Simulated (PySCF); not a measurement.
H₂S₂, optimised at B3LYP/6-31G*:

```xyz
4

S     -0.3697     0.2077    -0.2178
S      1.1538     0.0772    -1.6547
H     -0.5006    -1.1101     0.0684
H      0.3852    -0.0384    -2.7644
```

Computed with PySCF (xtb for GFN2) and rigid-rotor harmonic-oscillator thermochemistry at 1 bar. 6-31G* has spherical d functions here. All species are closed-shell singlets. B3LYP is the form with VWN-RPA correlation.

Task: List the harmonic frequencies (cm⁻¹, unscaled) at this level and at the other levels, each on its own geometry.

Result: 
- B3LYP/6-31G*: 442, 493, 906, 907, 2634, 2635
- GFN2-xTB: 326, 510, 797, 819, 2343, 2351
- HF/6-31G*: 462, 563, 1014, 1019, 2900, 2900
- PBE/def2-SVP: 432, 479, 851, 855, 2543, 2548
- PBE0/def2-TZVP: 465, 536, 905, 908, 2663, 2665
